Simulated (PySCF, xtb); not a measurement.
CH₄, SMILES C.

GFN2-xTB (xtb) at its own geometry gives an orbital gap of 17.35 eV and a dipole moment of 0.00 D.

Geometry: B3LYP-D3(BJ)/def2-TZVPD.

### Question
What does PySCF with CAM-B3LYP/def2-TZVPD give? (The exact figures need the calculation; the answer reports its results.)

### Answer
gap 13.57 eV (levels -12.51 and 1.06 eV), dipole 0.00 D.
